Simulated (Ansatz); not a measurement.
Relaxation of BH$_{5}$O$_{2}$ (8 atoms, charge 0, multiplicity 1), to a largest force component of 0.03 eV/Å in at most 50 steps.

These are results of RKS B3LYP-D4/def2-SVP (Ansatz 0.2.0), not measurements.

```xyz
8
Properties=species:S:1:pos:R:3:forces:R:3
B -0.143 -0.273 0.044 0.05 -0.45 0.69
O 0.047 -0.543 1.392 -0.13 -0.21 -0.68
H -0.777 -0.516 1.892 -0.01 0.03 0.03
O 0.899 -0.399 -0.804 0.05 0.02 -0.09
H 1.711 -0.675 -0.356 0.01 0.01 0.03
H -1.214 0.029 -0.417 -0.05 -0.01 -0.01
H 0.180 2.047 0.566 -0.03 1.22 -1.37
H 0.220 1.659 1.167 0.11 -0.60 1.41
```

Q: Where does it end, and by what steps?

A: It converged. The force dipped under the threshold on the way, but the program's further checks kept it going. After 21 steps the energy has fallen by 0.242 eV; H7 moved furthest, 1.37 Å.

```tsv
step	energy less start (eV)	largest force component (eV/Å)	accepted
0	0.0000	1.410	yes
1	-0.1491	0.405	yes
2	-0.1942	0.265	yes
3	-0.2097	0.229	yes
4	-0.2121	0.307	yes
5	-0.2170	0.127	yes
6	-0.2196	0.218	yes
7	-0.2223	0.251	yes
8	-0.2276	0.148	yes
9	-0.2245	0.506	no
10	-0.2308	0.068	yes
11	-0.2346	0.018	yes
12	-0.2310	0.616	no
13	-0.2359	0.162	yes
14	-0.2382	0.130	yes
15	-0.2400	0.014	yes
16	-0.2393	0.248	no
17	-0.2408	0.102	yes
18	-0.2411	0.122	yes
19	-0.2419	0.053	yes
20	-0.2422	0.010	yes
21	-0.2423	0.023	yes
```

```xyz
8
Properties=species:S:1:pos:R:3
B -0.187 -0.740 -0.142
O 0.057 -0.273 1.119
H -0.747 -0.093 1.620
O 0.854 -1.049 -0.950
H 1.709 -0.902 -0.520
H -1.304 -0.890 -0.576
H 0.234 3.011 1.533
H 0.306 2.265 1.402
```

Run time: 39 s on 1 thread of Intel(R) Xeon(R) Platinum 8259CL CPU @ 2.50GHz (Skylake/Cascade Lake), on a shared host, peak memory 0.14 GiB.
